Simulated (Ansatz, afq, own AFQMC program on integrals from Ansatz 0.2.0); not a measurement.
# Where AFQMC and coupled cluster stand for CH$_{4}$Si, singlet

```xyz
6

Si    0.0000    0.0000    0.4680
C     0.0000    0.0000   -1.0360
H     0.0000    1.2445    1.2657
H     0.0000   -1.2445    1.2657
H     0.0000    0.9175   -1.6129
H     0.0000   -0.9175   -1.6129
```

Connectivity, by distances: SiH2–CH2.

Basis 6-31G. Only valence electrons are correlated. AFQMC by an in-house program on the Cholesky factors that Ansatz 0.2.0 writes for its CCSD(T) run. The CISD trial takes its coefficients from CCSD amplitudes. Released means that phaseless walkers are propagated on without the constraint, phases kept. Free AFQMC starts from the CCSD state and is never constrained. Its projection time is finite, and what remains of the start isn't in its error. ± is one standard error of the sampling.

Determinant: RHF, the one that the program's search chose, which needn't be the lowest solution. The geometry is a point of a scan.

No full CI on the walks' own integrals is used here; CCSDT(Q) serves as the reference and is uncertain by about the last step of the cluster series.

Cautions: the ph-AFQMC/CISD walk drifts between its halves (2.9 errors).

```
T1 diagnostic                               : 0.0108
weight of the determinant in the CISD state : 0.896
size of the correlated space                : 12 electrons in 24 orbitals
```

```csv
level,correlation energy (eV)
MP2,-4.0076
CCSD,-4.7518
CCSD(T),-4.8618
```

Estimate where phaseless AFQMC with the Hartree–Fock trial lies against CCSD(T) on the same integrals.

4.58 ± 1.76 mEh below CCSD(T).

Reference: CCSDT(Q), correlation energy -4.883 eV. The released energy is read at 2.40 1/Eh (meV from the phaseless value at times in 1/Eh: -1 ± 10 at 0.24, 3 ± 8 at 0.51, -2 ± 6 at 0.99, 5 ± 7 at 1.62, -1 ± 8 at 2.40).

```tsv
level	E − E(reference) (mEh)	share of correlation (%)
CCSD(T)	0.76	99.58
CCSDT	0.31	99.83
ph-AFQMC/HF	-3.81 ± 1.76	102.13
ph-AFQMC/CISD	0.05 ± 0.37	99.97
released AFQMC	0.00 ± 0.30	100.00
free AFQMC	0.15 ± 0.34	99.91
```

Free projections are given only where their last times agree within the noise and don't stop above the reference; a slow remainder of the start can still hide under it. A walk keeps the symmetry of its determinant, which the program's search chose and which needn't be the lowest solution, so a lower state of the same spin and another symmetry isn't excluded. Released energies are given only where the last usable release times agree within the noise; a slower fall can still hide under it.
